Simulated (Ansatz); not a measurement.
Calculated with Ansatz (gas phase, PBE0-D4/def2-TZVP geometries, no zero-point term in ΔE). CCSD(T)/CBS adds triple-zeta CCSD(T) − MP2 to the extrapolated MP2 energy (def2 sets, frozen cores). Functionals use def2-TZVPP. One conformer a species, not always the lowest.

`CC(F)C(=N)O` → `CC(F)OC=N`  (isomerisation)

`CC(F)C(=N)O`:

Z-matrix (Å, degrees):
```
C
C 1 1.509
H 1 1.091 2 109.7
H 1 1.092 2 110.2 3 119.7
H 1 1.090 2 110.1 3 -120.2
F 2 1.384 1 109.2 3 58.8
C 2 1.511 1 112.1 3 179.9
H 2 1.094 1 111.1 3 -59.1
N 7 1.262 2 127.1 1 110.8
O 7 1.338 2 112.1 1 -66.9
H 9 1.015 7 111.5 2 3.7
H 10 0.967 7 106.5 2 179.7
```

`CC(F)OC=N`:

```xyz
12

C    -1.812    0.456    0.251
C    -0.434   -0.097    0.452
F    -0.058    0.067    1.762
O     0.456    0.634   -0.350
C     1.627    0.051   -0.669
N     1.944   -1.114   -0.326
H    -2.511   -0.056    0.913
H    -1.820    1.523    0.476
H    -2.128    0.306   -0.782
H    -0.342   -1.161    0.225
H     2.219    0.748   -1.265
H     2.860   -1.357   -0.686
```

```json
{"level": "B2PLYP", "ΔE (kcal/mol)": "4.0"}
{"level": "SCS-MP2/def2-TZVPP", "ΔE (kcal/mol)": "4.4"}
{"level": "CCSD(T)/def2-TZVPP", "ΔE (kcal/mol)": "4.4"}
{"level": "MP2/CBS(def2)", "ΔE (kcal/mol)": "5.5"}
```

(1) What does CCSD(T)/CBS give? (An estimate is asked.)

Largest T1 diagnostic among the species: 0.013.

Answers

(1) Computed: +4.8 kcal/mol. The listed levels differ from it by -0.8, -0.4, -0.4, 0.7 kcal/mol.

In def2-TZVPP, CCSD(T) changes the Hartree–Fock value by +1.7 kcal/mol (the triples alone add +0.0 kcal/mol) and MP2 by +2.5 kcal/mol.
